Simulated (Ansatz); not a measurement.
# Mg2− (sextet): from Hartree-Fock to the top rungs, aug-cc-pVTZ

Aim: climb from Hartree-Fock through coupled cluster and multireference methods for Mg2− (sextet) at one geometry and basis, and see what each rung misses.

Computed with Ansatz 0.2.0, Gaussian basis. Level: aug-cc-pVTZ, core rule «outside noble gas», up to 10 orbitals frozen.

To be run: UHF; CCSD(T) on ROHF; CCSD(T) on UHF; BCCD(T) on ROHF; CCSDT(Q) on ROHF; CCSDT(Q) on UHF; CASSCF and NEVPT2, 5 electrons in 8 orbitals.

18 further runs of the same task are left out: 9 that didn't finish, 9 set aside as unsound or not needed. Runs told in other sessions of the task aren't counted.

### 1 The geometry

The geometry is a PBE0/def2-TZVPD stationary point (not a proven minimum) of the parent state, kept for this charge and spin.

2 atoms, charge -1, spin multiplicity 6.

Atoms are counted from 1 here; the program's logs count them from 0.

Bond lengths: Mg1–Mg2 2.707 Å.

Geometry (Å):

```xyz
2

Mg    0.00000    0.00000    0.00000
Mg    0.00000    0.00000    2.70660
```

### 2 UHF

in.yaml

```yaml
crystal:
  periodic: [false, false, false]
  atoms:
    - {symbol: Mg, position_ang: [0.000000, 0.000000, 0.000000]}
    - {symbol: Mg, position_ang: [0.000000, 0.000000, 2.706600]}
basis:
  gaussian: {orbitals: aug-cc-pVTZ}
total_charge: -1
magnetization: {spin_polarized: true, initial_magnetization: 5}
hamiltonian: {xc: hf}
output: {orbitals: {seedname: orbitals}}
```

The run is started by

```console
> ansatz run in.yaml --threads 1 --pin off --events-out ev --progress --plain --max-ram 2393MiB
```

Further steps of the session: CCSD(T) on ROHF; CCSD(T) on UHF; BCCD(T) on ROHF; CCSDT(Q) on ROHF; CCSDT(Q) on UHF; CASSCF and NEVPT2, 5 electrons in 8 orbitals.

Q: Predict the results of all the runs planned. Wanted: UCCSDT(Q) from the RHF energy; RMP2 from UCCSDT(Q); UMP2 from UCCSDT(Q); RCCSD from UCCSDT(Q); RCCSD(T) from UCCSDT(Q); UCCSD(T) from UCCSDT(Q); RCCSDT(Q) from UCCSDT(Q); NEVPT2 valence from UCCSDT(Q); T1 diagnostic.

As calculated:

| quantity | value |
| --- | --- |
| UCCSDT(Q) from the ROHF energy | -1.0156 eV |
| RMP2 from UCCSDT(Q) | +8.38 kcal/mol |
| UMP2 from UCCSDT(Q) | +8.35 kcal/mol |
| RCCSD from UCCSDT(Q) | +1.55 kcal/mol |
| RCCSD(T) from UCCSDT(Q) | +0.51 kcal/mol |
| UCCSD(T) from UCCSDT(Q) | +0.47 kcal/mol |
| RCCSDT(Q) from UCCSDT(Q) | +0.04 kcal/mol |
| NEVPT2 valence from UCCSDT(Q) | +7.64 kcal/mol |
| levels within 1 kcal/mol (43 meV) | RCCSD(T), UCCSD(T), BCCD(T), RCCSDT, UCCSDT, RCCSDT(Q) |
| T1 diagnostic | 0.021 |
| effectively unpaired electrons | 5.00 |

What this shows: RCCSD(T) misses by +0.51 kcal/mol, 2.2 % of the correlation energy. One determinant dominates. These misses are within one basis, not against nature; the frozen cores of restricted and unrestricted runs differ, which can shift their rows.
